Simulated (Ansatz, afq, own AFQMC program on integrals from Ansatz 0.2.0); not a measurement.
# SiO, singlet in def2-TZVP, levels against AFQMC with the constraint released

```xyz
2

Si    0.0067    0.0136    0.0054
O    -0.6980   -1.2309   -0.5191
```

Basis def2-TZVP. Noble-gas cores (and the filled d shells of Ga–Kr and In–Xe) are frozen. AFQMC by an in-house program on the Cholesky factors that Ansatz 0.2.0 writes for its CCSD(T) run. ph-AFQMC/CISD is guided by a CISD state made of CCSD amplitudes; releasing the constraint for a short imaginary time cuts its bias at the price of noise, slowly where states lie close. Error bars are statistical, one sigma.

Determinant: RHF, the one that the program's search chose, which needn't be the lowest solution. The geometry is a PBE0/def2-SVP stationary point of this or a neighbouring charge and spin state.

No full CI on the walks' own integrals is used here. The released AFQMC energy serves as the reference, which it does only where one determinant dominates, the energy is flat over the last release times and near the phaseless one (40 meV or 2 meV an electron, half that with transition metals). On small molecules, where full CI could be run and the noise was under 10 meV, such values lay within 10 meV of it in 19 cases of 20, a flattering rate, since the rule was set on those same cases; what remains of the bias isn't in the error bar.

Cautions: higher spins were not checked; raised T1 diagnostic (T1 0.027, weight of the determinant 0.87, largest double 0.07); the released value is read at 2.40 1/Eh (meV from the phaseless value at times in 1/Eh: 3 ± 6 at 0.24, 2 ± 5 at 0.51, -5 ± 4 at 0.99, -4 ± 5 at 1.62, -17 ± 9 at 2.40).

- T1 diagnostic: 0.0270
- weight of the determinant in the CISD state: 0.868
- size of the correlated space: 10 electrons in 62 orbitals

Reference: AFQMC with the constraint released, correlation energy -9.713 ± 0.009 eV.

```
        level  E − E(reference) (mEh)  share of correlation (%)
           HF           356.94 ± 0.34                      0.00
          MP2            21.72 ± 0.34                     93.91
         CCSD            19.91 ± 0.34                     94.42
      CCSD(T)             2.23 ± 0.34                     99.38
        CCSDT             1.94 ± 0.34                     99.46
     CCSDT(Q)             0.19 ± 0.34                     99.95
ph-AFQMC/CISD             0.61 ± 0.38                     99.83
```

CCSDT and higher add their correlation energy to the determinant of the CCSD(T) run, since their own runs factorise the integrals more tightly (a shift of under 2 meV). A walk keeps the symmetry of its determinant, which the program's search chose and which needn't be the lowest solution, so a lower state of the same spin and another symmetry isn't excluded. Released energies are given only where the last usable release times agree within the noise; a slower fall can still hide under it.
